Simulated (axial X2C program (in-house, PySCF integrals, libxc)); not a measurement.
**LiB⁻: bond constants with and without spin–orbit coupling**

All values were computed with an axial X2C code built on PySCF integrals. Spin-free means the one-electron spin-free X2C Hamiltonian; two-component (2c) means X2C with spin–orbit coupling and atomic mean-field two-electron Coulomb and Gaunt terms, so the difference of the two also holds small scalar two-electron terms. Basis: B dyall-av3z [8s7p3d2f], Li dyall-av3z [9s9p3d] (cores contracted in-house); Gaussian nuclei, density fitting, unrestricted open shells. Masses: B 11.009 u, Li 7.016 u.

State, spin-free: M_S = 3/2, Λ = 1 (beyond evenly filled blocks: 2 × σα, π+α); electrons by block: σα: 5, σβ: 3, π+α: 1. Fragments: B + Li- for PBE0, HF, MP2, CCSD, CCSD(T); B- + Li for BP86.

State, 2c: Ω = 1/2 (⟨Sz⟩ = 1.50, ⟨Lz⟩ = -1.00 at HF); electrons by block: 1/2: 5, -1/2: 4. Fragments: B + Li- for HF, MP2, CCSD, CCSD(T); B- + Li for BP86.

| Hamiltonian | level | Re (Å) | ωe (cm⁻¹) | ωexe (cm⁻¹) | αe (cm⁻¹) | k (mdyn/Å) | μ (D) |
| --- | --- | --- | --- | --- | --- | --- | --- |
| spin-free | PBE0 | 2.228 | 449.1 | 6.04 | 0.0153 | 0.509 | -7.22 |
| spin-free | HF | 2.244 | 456.4 | 5.82 | 0.0145 | 0.526 | -7.47 |
| spin-free | MP2 | 2.251 | 443.7 | 5.65 | 0.0146 | 0.497 | n/a |
| spin-free | CCSD | 2.250 | 440.4 | 5.72 | 0.0149 | 0.49 | n/a |
| spin-free | CCSD(T) | 2.254 | 436.9 | 5.71 | 0.0149 | 0.482 | n/a |
| spin-free | BP86 | 2.251 | 424.8 | 6.01 | 0.016 | 0.456 | -8.13 |
| 2c | HF | 2.244 | 456.4 | 5.82 | 0.0145 | 0.526 | -7.47 |
| 2c | MP2 | 2.251 | 443.7 | 5.65 | 0.0146 | 0.497 | n/a |
| 2c | CCSD | 2.250 | 440.4 | 5.73 | 0.0149 | 0.49 | n/a |
| 2c | CCSD(T) | 2.254 | 436.9 | 5.72 | 0.0149 | 0.482 | n/a |
| 2c | BP86 | 2.251 | 424.8 | 6.02 | 0.016 | 0.456 | -8.13 |

Correlated methods: 5 electrons correlated (number of frozen shells: B 1 s; Li 1 s), 199 virtual spin orbitals or spinors in MP2, 72 natural virtuals in coupled cluster.

Dipoles are positive if Li is the positive end and refer to the centre of mass.

The state is one determinant whose occupation by symmetry is held fixed; it was picked as the lowest of a PBE0 search that is not exhaustive. De is not given where an atomic determinant may have missed its ground term or J level, or where the truncated virtual space spoils (T). Density functionals use the spin component along the axis (collinear). Coupled cluster ran in a truncated set of natural virtual spinors; the MP2 energy of the rest was added. (T) has no such correction and the atoms are truncated less, which lowers De at CCSD(T) by a hundredth of an eV or more. PBE0 can misorder states that lie within some tenths of an eV, so this need not be the ground state of the molecule. The nearest other spin-free determinant of the search, M_S = 3/2, Λ = 0, lies 0.06 eV up at the distance of the search. The functionals have no current-density term, which raises determinants with orbital currents, atoms included. The spin of this state cannot come from the lowest atoms; the curve heads to a higher limit, and no De is given. With several unpaired electrons one determinant need not be a pure state. At some level and bond length an empty orbital lies below a filled one. The highest occupied level of some functionals is positive through self-interaction error; at Hartree–Fock it is bound.

No reliable constants came from PBE0 (2c): no minimum in range, unconverged points, a curve that is not smooth, a change of character along it, or the two Hamiltonians disagreeing along it.

Rough cost a point (2c) on 1 thread(s) of a shared host, integrals apart: HF 0.06 s, CCSD(T) 0.5 s, BP86 0.3 s.

The whole task took 30 s on 1 thread of Arm Neoverse V2, on a shared host.
